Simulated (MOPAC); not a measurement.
MOPAC input (PM3):

```
PM3 FORCE THERMO(298,298) PRECISE LET GEO-OK AUX(PRECISION=9) THREADS=1
CCl4

C     0.00000002 1   -0.00000001 1   -0.00000004 1
Cl    1.01360996 1    1.02177610 1    0.98944425 1
Cl   -0.98698824 1   -1.01062980 1    1.02708968 1
Cl   -1.02951377 1    0.99487200 1   -1.00038125 1
Cl    1.00289204 1   -1.00601829 1   -1.01615266 1
```

From the output:

```
    Cl    5   1.575294   0.713040   0.713040   0.713040   2.935095

          HEAT OF FORMATION =     -25.987447 KCALS/MOLE

          ZERO POINT ENERGY       5.307 KCAL/MOL

           NORMAL COORDINATE ANALYSIS (Total motion = 1 Angstrom)

   Root No.       1         2         3         4         5         6         7         8

                 1 E       1 E       1 T2      1 T2      1 T2      1 A1      2 T2      2 T2

                 194.7     194.7     284.5     284.5     284.5     458.0     670.5     670.5

           1   -0.0000    0.0000    0.1968    0.0508   -0.0147   -0.0000    0.6906    0.0875
           2   -0.0000   -0.0000   -0.0529    0.1926   -0.0328   -0.0000   -0.0911    0.6812
           3   -0.0000   -0.0000    0.0058    0.0352    0.2006    0.0000    0.0206    0.0816
           4    0.0000   -0.0000    0.2593    0.0669   -0.0194    0.2500   -0.1490   -0.0189
           5    0.2500    0.0026    0.0416   -0.1513    0.0257   -0.0000    0.0017   -0.0131
           6   -0.0026    0.2500   -0.0046   -0.0276   -0.1577    0.0000   -0.0004   -0.0016
           7    0.2357    0.0024   -0.0737   -0.1553    0.0298   -0.0833   -0.0340    0.0385
           8    0.0833    0.0009   -0.1875    0.1752   -0.0258    0.2357    0.0603   -0.1267
           9    0.0026   -0.2500   -0.0046   -0.0276   -0.1577    0.0000   -0.0004   -0.0016
          10   -0.1157   -0.2053   -0.1228    0.0558    0.1122   -0.0833   -0.0266   -0.0290
          11   -0.1681    0.1426    0.0866   -0.0161    0.1680   -0.1179   -0.0172   -0.0517
          12    0.1443    0.0015    0.0734    0.2067    0.0887   -0.2041   -0.0331   -0.0685
          13   -0.1200    0.2029   -0.1295    0.0155   -0.1175   -0.0833   -0.0244   -0.0203
          14   -0.1652   -0.1460    0.0772   -0.0730   -0.1569   -0.1179   -0.0140   -0.0393
          15   -0.1443   -0.0015   -0.0662   -0.1633    0.1586    0.2041    0.0270    0.0440

   Root No.       9

                 2 T2

                 670.5

           1   -0.0318
           2   -0.0809
           3    0.7093
           4    0.0069
           5    0.0016
           6   -0.0136
           7   -0.0037
           8    0.0137
           9   -0.0136
          10   -0.0341
          11   -0.0476
          12   -0.0987
          13    0.0417
          14    0.0597
          15   -0.1144

           MASS-WEIGHTED COORDINATE ANALYSIS (NORMAL COORDINATES)

   Root No.       1         2         3         4         5         6         7         8

                 1 E       1 E       1 T2      1 T2      1 T2      1 A1      2 T2      2 T2

                 194.7     194.7     284.5     284.5     284.5     458.0     670.5     670.5

           1   -0.0000    0.0000    0.2679    0.0743   -0.0389   -0.0000    0.9115    0.1061
           2   -0.0000   -0.0000   -0.0830    0.2528   -0.0895   -0.0000   -0.1085    0.9085
           3   -0.0000   -0.0000    0.0113    0.0969    0.2632    0.0000    0.0231    0.0806
           4    0.0000   -0.0000    0.6064    0.1681   -0.0880    0.5000   -0.3378   -0.0393
           5    0.5000   -0.0056    0.1121   -0.3412    0.1209   -0.0000    0.0036   -0.0299
           6    0.0056    0.5000   -0.0153   -0.1309   -0.3553    0.0000   -0.0008   -0.0027
           7    0.4714   -0.0053   -0.1598   -0.3575    0.1385   -0.1667   -0.0757    0.0889
           8    0.1667   -0.0019   -0.4588    0.3863   -0.1226    0.4714    0.1329   -0.2914
           9   -0.0056   -0.5000   -0.0153   -0.1309   -0.3553    0.0000   -0.0008   -0.0027
          10   -0.2403   -0.4056   -0.2901    0.1684    0.2449   -0.1667   -0.0606   -0.0631
          11   -0.3301    0.2924    0.2133    0.0387    0.3930   -0.2357   -0.0397   -0.1142
          12    0.2887   -0.0032    0.1600    0.5272    0.1160   -0.4082   -0.0756   -0.1486
          13   -0.2311    0.4109   -0.3124   -0.0222   -0.2728   -0.1667   -0.0564   -0.0483
          14   -0.3365   -0.2849    0.1818   -0.2309   -0.3392   -0.2357   -0.0337   -0.0933
          15   -0.2887    0.0032   -0.1360   -0.3219    0.4414    0.4082    0.0637    0.1070

   Root No.       9

                 2 T2

                 670.5

           1   -0.0324
           2   -0.0773
           3    0.9144
           4    0.0120
           5    0.0025
           6   -0.0301
           7   -0.0059
           8    0.0223
           9   -0.0301
          10   -0.0777
          11   -0.1088
          12   -0.2230
          13    0.0904
          14    0.1289
          15   -0.2490

          DESCRIPTION OF VIBRATIONS

 VIBRATION          2    1E          ATOM PAIR     ENERGY CONTRIBUTION    RADIAL
 FREQUENCY           194.69         Cl2 -- Cl5         +15.2% ( 64.1%)     51.3%
 TRANSITION DIPOLE   0.0000         Cl3 -- Cl4         +15.2% ( 64.1%)     51.3%
 TRAVEL (Ang.)       0.1977         Cl2 -- Cl4         +15.0% ( 63.8%)     48.7%
 REDUCED MASS        8.8632         Cl3 -- Cl5         +15.0% ( 63.8%)     48.7%
 EFFECTIVE MASS     35.4530
 FORCE CONSTANT      0.1979

 VIBRATION          5    1T2         ATOM PAIR     ENERGY CONTRIBUTION    RADIAL
 FREQUENCY           284.48         Cl4 -- Cl5         +15.9% ( 90.5%)     11.6%
 TRANSITION DIPOLE   0.7286         Cl2 -- Cl5         +14.3% ( 86.0%)     52.8%
 TRAVEL (Ang.)       0.1649         Cl3 -- Cl5         +14.2% ( 85.7%)     40.4%
 REDUCED MASS        8.8470         C 1 -- Cl5          +9.7% ( 70.8%)     78.2%
 EFFECTIVE MASS     35.4420
 FORCE CONSTANT      0.4218

 VIBRATION          6    1A1         ATOM PAIR     ENERGY CONTRIBUTION    RADIAL
 FREQUENCY           457.99         Cl4 -- Cl5         +13.0% ( 62.0%)    100.0%
 TRANSITION DIPOLE   0.0000         Cl3 -- Cl5         +13.0% ( 62.0%)    100.0%
 TRAVEL (Ang.)       0.1289         Cl3 -- Cl4         +13.0% ( 62.0%)    100.0%
 REDUCED MASS        8.8632         Cl2 -- Cl5         +13.0% ( 62.0%)    100.0%
 EFFECTIVE MASS     35.4530         Cl2 -- Cl4         +13.0% ( 62.0%)    100.0%
 FORCE CONSTANT      1.0954         Cl2 -- Cl3         +13.0% ( 62.0%)    100.0%

 VIBRATION          9    2T2         ATOM PAIR     ENERGY CONTRIBUTION    RADIAL
 FREQUENCY           670.52         C 1 -- Cl5         +26.6% ( 93.9%)     83.9%
 TRANSITION DIPOLE   2.7298         C 1 -- Cl4         +25.6% ( 92.0%)     70.9%
 TRAVEL (Ang.)       0.1059         C 1 -- Cl3         +21.9% ( 85.2%)      0.8%
 REDUCED MASS        8.9672         C 1 -- Cl2         +21.9% ( 85.2%)      0.2%
 EFFECTIVE MASS     14.9435
 FORCE CONSTANT      2.3753

      SYMMETRY NUMBER FOR POINT-GROUP Td  = 12

          SYSTEM IS A GROUND STATE

 CCl4

          MOLECULE IS NOT LINEAR

          THERE ARE  9 GENUINE VIBRATIONS IN THIS SYSTEM
          THIS THERMODYNAMICS CALCULATION IS LIMITED TO
          MOLECULES WHICH HAVE NO INTERNAL ROTATIONS

                    CALCULATED THERMODYNAMIC PROPERTIES
                                          *
   TEMP. (K)   PARTITION FUNCTION   H.O.F.    ENTHALPY  HEAT CAPACITY ENTROPY
                                   KCAL/MOL   CAL/MOLE    CAL/K/MOL  CAL/K/MOL

 298.00  VIB.     0.8190D+01                  1937.2848    12.8017    10.6798
```
